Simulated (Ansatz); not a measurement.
```xyz
6

O     0.7113   -0.6489    0.8458
Si   -0.0677    0.2833   -0.2674
H     0.2231   -1.3680    1.2476
H    -0.5233   -0.5203   -1.4351
H     0.9167    1.2975   -0.7081
H    -1.2602    0.9564    0.3172
```

Charge 0, multiplicity 1.

(1) List the PBE/def2-TZVPP orbital energies in eV (Ansatz). (Estimate.)

## Answers

(1) Computed: Occupied: -1779.97, -510.39, -137.65, -94.42, -94.36, -94.36, -25.13, -14.10, -11.58, -9.20, -9.09, -7.88, -7.21. Lowest empty: -0.84, 0.88, 1.13, 1.22, 1.31, 3.85, 3.86, 5.19.
